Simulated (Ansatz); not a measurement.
One change: `C=C(F)F` becomes `C=C(F)S`.

Ansatz, PBE0-D4/def2-TZVP geometries, multiplicity 1. Each molecule was computed in one conformer, which needn't be the lowest.

```csv
property,`C=C(F)F`
HOMO energy (ωB97M-V/def2-TZVPP) / eV,-10.06
HOMO–LUMO gap (B3LYP/def2-TZVPP) / eV,7.76
HOMO–LUMO gap (ωB97M-V/def2-TZVPP) / eV,12.80
zero-point energy (PBE0-D4/def2-TZVP) / kJ/mol,96.9
HOMO–LUMO gap (PBE0/def2-TZVPP) / eV,8.29
size of the dipole moment (B3LYP/def2-TZVPP) / D,1.17
```

(1) What does the change do to each property? (Estimate.)

Answers

(1) Computed: 
```tsv
property	`C=C(F)S`	shift
HOMO energy (ωB97M-V/def2-TZVPP) / eV	-9.00	1.06
HOMO–LUMO gap (B3LYP/def2-TZVPP) / eV	6.31	-1.45
HOMO–LUMO gap (ωB97M-V/def2-TZVPP) / eV	10.91	-1.89
zero-point energy (PBE0-D4/def2-TZVP) / kJ/mol	114.7	17.8
HOMO–LUMO gap (PBE0/def2-TZVPP) / eV	6.81	-1.48
size of the dipole moment (B3LYP/def2-TZVPP) / D	1.84	0.67
```

With PBE0 the HOMO rises by 0.92 eV and the LUMO falls by 0.57 eV, so the gap narrows by about 1.49 eV. PBE moves the HOMO by 0.75 eV and ωB97M-V by 1.06 eV. The zero-point energy changes by 17.8 kJ/mol with +3 modes. Dipoles are sizes alone; their direction can turn.

B3LYP here is the variant with VWN-RPA as its local correlation; programs differ in this.
